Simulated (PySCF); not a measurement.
Geometries of 2 isomers of C4H5NO, from PBE0-D3(BJ)/def2-SVP geometry optimisation, gas phase (PySCF). One conformer each, no zero-point energy, no frequencies.

Problem. Which is lower in electronic energy at this level?
A.
```xyz
11
angstrom
C     -1.743    0.086    0.089
C     -0.266   -0.021    0.090
C      0.748    0.863   -0.148
C      1.915    0.072    0.026
N      1.622   -1.162    0.337
O      0.260   -1.219    0.377
H     -2.049    1.112   -0.146
H     -2.155   -0.189    1.072
H     -2.184   -0.594   -0.656
H      0.670    1.915   -0.407
H      2.961    0.364   -0.066
```
B.
```xyz
11
angstrom
N      2.941   -0.667    0.681
C      1.983   -0.167    0.265
C      0.760    0.439   -0.243
C     -0.488   -0.327    0.179
C     -1.748    0.301   -0.347
O     -1.772    1.292   -1.024
H      0.703    1.481    0.108
H      0.816    0.498   -1.341
H     -0.458   -1.375   -0.166
H     -0.571   -0.393    1.279
H     -2.693   -0.228   -0.060
```

Solution. B. That is `N#CCCC=O`, 9.7 kcal/mol below the other.

```csv
SMILES,atoms numbered as above,E (Eh),relative (kcal/mol),relative (kJ/mol),dipole (D)
N#CCCC=O,[N:1]#[C:2][CH2:3][CH2:4][CH:5]=[O:6],-284.84677,0.0,0.0,2.97
Cc1ccno1,[CH3:1][c:2]1[cH:3][cH:4][n:5][o:6]1,-284.83135,9.7,40.5,3.18
```

As drawn, the lower has a C=O bond and a C≡N group, which the higher lacks; the higher has an aromatic ring and an N–O linkage, which the lower lacks.
